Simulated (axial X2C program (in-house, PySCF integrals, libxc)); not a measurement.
# A two-component session on BH⁺: properties at the nuclei

Aim: properties at the nuclei of BH⁺, with spin–orbit coupling in the Hamiltonian from the start.

Program: an in-house X2C program for linear molecules on PySCF integrals. Level of theory: two-component X2C with atomic mean-field terms, B dyall-v3z, H dyall-v3z. These are calculated values, not measurements.

### 1 Input

Input file task.json:

```json
{"zs": [5, 1], "q": 1, "bas": ["dyall-v3z", "dyall-v3z"], "r0": 1.17, "levels": ["PBE0", "HF", "BP86", "PBE", "r2SCAN"], "nst": 3}
```

Keys: zs atomic numbers; q charge; bas basis sets; r0 starting distance in Å; levels methods (HF also brings MP2); nst determinants followed.

The run is started by

```sh
$ python soeom.py task.json out
```

The runs that follow: Expectation values, lowest determinant.

Q: Predict the outcome of this session. Wanted: lowest determinant; Eeff magnitude; Ws magnitude B; A∥/gI B; qzz B.

The runs gave:

| quantity | value |
| --- | --- |
| lowest determinant | Ω = 1/2 (excess of +ω over −ω: ω = 1/2) |
| Eeff magnitude (GV/cm), PBE0 | 0.012 |
| Ws magnitude B (kHz), PBE0 | 0.00944 |
| A∥/gI B (MHz), PBE0 | 568 |
| qzz B (a.u.), PBE0 | -0.71 |

What this shows: In the first state, the effective field runs from 0.0118 to 0.0127 GV/cm over the mean-field levels. The expectation values come from single determinants, which for open shells can mix terms of unlike spin or miss the lowest Ω, so a determinant need not be a state. Eeff is the effective electric field on the electron dipole moment in this Ω state and Ws the scalar–pseudoscalar constant (defined with the proton number Z and per Ω); A∥ is the parallel hyperfine constant, which follows by multiplying with the nuclear g factor gI = μI/(I μN); qzz is the electric field gradient, eQq0 = 234.96 MHz × Q/barn × qzz. The operators were transformed with the bare-nucleus X2C matrices.
